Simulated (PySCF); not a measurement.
## Electric properties by functional and basis

Species: CH2Cl2.
Bonds: Cl1–C2, C2–Cl3. Hydrogens: H4, H5 on C2.

PySCF, dipoles from the SCF density, polarisabilities from static response with core orbitals frozen. Isolated species at its PBE0-D3(BJ)/def2-SVP geometry, gas phase.

Question: How do dipole and polarisability depend on functional and basis here?

Answer: 

```
              level  μ (D)  error (%)  α (Å³)  error (%)  anisotropy (Å³)
     PBE0/def2-SVPD  1.671       +3.2    6.30       -5.4             2.58
BHandHLYP/def2-SVPD  1.724       +6.4    6.17       -7.4             2.50
CAM-B3LYP/def2-SVPD  1.685       +4.0    6.29       -5.6             2.53
  wB97X-D/def2-SVPD  1.714       +5.8    6.23       -6.5             2.50
  LC-wPBE/def2-SVPD  1.720       +6.2    6.10       -8.4             2.39
        PBE0/6-31G*  1.832      +13.1    4.30      -35.4             2.82
      PBE0/def2-SVP  1.691       +4.4    4.14      -37.9             2.54
       PBE0/6-31+G*  1.858      +14.7    5.05      -24.2             2.70
   PBE0/aug-cc-pVDZ  1.676       +3.5    6.20       -6.9             2.71
     PBE0/def2-TZVP  1.656       +2.2    5.32      -20.1             2.79
    PBE0/def2-TZVPD  1.635       +0.9    6.43       -3.4             2.67
   PBE0/aug-cc-pVTZ  1.651       +1.9    6.39       -4.0             2.67
```

Reference dipole: 1.620 D (measured, gas; NIST CCCBDB Release 22 (SRD 101), experimental dipoles). Reference polarisability: 6.659 Å³ (measured, gas; NIST CCCBDB Release 22 (SRD 101), experimental polarizabilities). The anisotropy is √(½[(α1 − α2)² + (α2 − α3)² + (α3 − α1)²]). For the dipole, the smallest error is 0.9% (PBE0/def2-TZVPD) and the largest 14.7% (PBE0/6-31+G*). For the polarisability, the smallest error is 3.4% (PBE0/def2-TZVPD) and the largest 37.9% (PBE0/def2-SVP). The dipole runs from 1.63 D (PBE0/def2-TZVPD) to 1.86 D (PBE0/6-31+G*). In one basis (def2-SVPD) the functionals order the polarisability from LC-wPBE (lowest) to PBE0 (highest), a spread of 3%. With PBE0 the polarisability is 4.59 Å³ without diffuse functions (mean of 6-31G*, def2-SVP and def2-TZVP) and 6.07 Å³ with them (mean of 6-31+G*, def2-SVPD, aug-cc-pVDZ, def2-TZVPD and aug-cc-pVTZ). Measured values can belong to vibrating molecules; the computed ones are for one fixed geometry.
